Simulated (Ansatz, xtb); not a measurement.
**C4H4S: which of two isomers lies lower**

Structure I is `C=CC=C=S`, a singlet and structure II is `S=C1C=CC1`, a singlet. Both are isolated molecules in the gas phase, relaxed with PBE0-D3(BJ)/def2-SVP; the shapes shown needn't be the lowest conformers.

I (Å):

```xyz
9

C    -2.1107   -0.4267    0.6707
C    -1.3606    0.6832    0.6060
C    -0.8540    1.2562   -0.6300
C    -0.1133    2.3490   -0.7110
S     0.7582    3.6345   -0.8087
H    -2.4637   -0.8115    1.6295
H    -2.3930   -0.9812   -0.2289
H    -1.0979    1.2117    1.5282
H    -1.0921    0.7605   -1.5803
```

II (Å):

```xyz
9

C    -1.3011   -0.2793    0.2780
C     0.0196   -0.8390    0.5678
C     0.6411    0.0695   -0.2225
C    -0.6376    0.7739   -0.6317
S    -2.8249   -0.5954    0.7043
H     0.3479   -1.6735    1.1896
H     1.6890    0.2428   -0.4808
H    -0.9223    0.7059   -1.6945
H    -0.7600    1.8153   -0.2917
```

Energies in hartree; the thermal terms are from PBE0-D3(BJ)/def2-SVP harmonic frequencies (ideal gas, rigid rotor, one conformer each, 298.15 K, 1 atm) and include the zero-point energy:

```
                              I           II
E, CCSD(T)/def2-SVP  −551.738158  −551.731798
    E, MP2/def2-SVP  −551.665200  −551.660371
  E, MP2/def2-TZVPP  −552.125379  −552.120132
  zero-point energy     0.064377     0.066313
       H(298 K) − E     0.070820     0.071861
       G(298 K) − E     0.035342     0.038281
```

Task: Correct the CCSD(T) difference for the basis set by the MP2 change, then work out ΔE, ΔE₀, ΔH and ΔG for I → II in kcal/mol (1 Eh = 627.51 kcal/mol) and the equilibrium ratio [II]/[I].

Result: 1. Differences II − I: CCSD(T) +0.006360, MP2 in the small set +0.004829, MP2 in the large set +0.005247 Eh.
2. ΔE = +0.006360 + (+0.005247 − (+0.004829)) = +0.006778 Eh = +4.25 kcal/mol.
3. ΔE₀ = ΔE + ΔZPE = +0.006778 + (+0.001936) Eh = +5.47 kcal/mol.
4. ΔH = ΔE + (+0.001041) Eh = +4.91 kcal/mol.
5. ΔG = ΔE + (+0.002939) Eh = +6.10 kcal/mol, so ΔS = (ΔH − ΔG)/T = −16.7 J/(mol K).
6. kT = 0.9442 mEh, so K = [II]/[I] = exp(−ΔG/kT) = exp(−10.29) ≈ 3.4 × 10^−5.

Structure I is favoured at this temperature. An error of 1 kcal/mol in ΔG would change K by a factor of 5.4. GFN2-xTB, HF/STO-3G gave ΔE the other sign. Mirror images and further conformers aren't counted.

As drawn, II has 2 C–C in place of 1 C=C. Structure I has no ring, II a 4-membered ring.

Other levels gave ΔE = −1.1 (GFN2-xTB); −9.9 (HF/STO-3G, GFN2-xTB geometries); +4.9 (r2SCAN-D4/def2-SVP, GFN2-xTB geometries); +0.6 (PBE0-D3(BJ)/def2-SVP); +3.5 (HF/def2-SVP); +3.0 (MP2/def2-SVP); +4.0 (CCSD(T)/def2-SVP) kcal/mol. The correlated steps freeze 9 core orbitals. Programs: Ansatz 0.2.0, xtb 6.7.1.
